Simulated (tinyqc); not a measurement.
The integration grid: Kohn-Sham SCAN on finer and finer grids in the sto-6g basis, for CH2, spin multiplicity 1. Computed by the program tinyqc with PySCF. Self-consistent on each grid; the net force on the molecule should vanish.

Geometry (angstrom):
```
atom       x        y       z
C     0.0000   0.0000  0.0000
H     0.0000   1.0710  0.5620
H     0.0000  -1.0950  0.5740
```

Kohn-Sham energy on Becke grids (radial x angular points per atom):
```
grid       points  residual of the electron count  E (hartree)  E - finest (mhartree)  largest net force without grid terms (hartree/bohr)
10 x 14       416                        2.80e-02   -38.940161               0.725444                                             1.71e-01
15 x 26      1170                        5.10e-03   -38.932962               7.924486                                             9.71e-02
20 x 50      2996                        2.06e-04   -38.941848              -0.961439                                             4.26e-03
30 x 86      7723                        9.27e-05   -38.939112               1.774788                                             8.74e-02
50 x 194    29084                        6.29e-07   -38.940932              -0.045359                                             2.90e-02
75 x 302    67925                       -5.14e-07   -38.941050              -0.163271                                             1.03e-03
120 x 590  212221                        5.53e-09   -38.940887               0.000000                                             3.85e-04
```

What does the comparison show, and why?

The energy is within 0.1 mhartree of the finest grid first at 50 x 194. The error has both signs, since quadrature is not variational. The electron count and the net force are cheap signs of a poor grid.
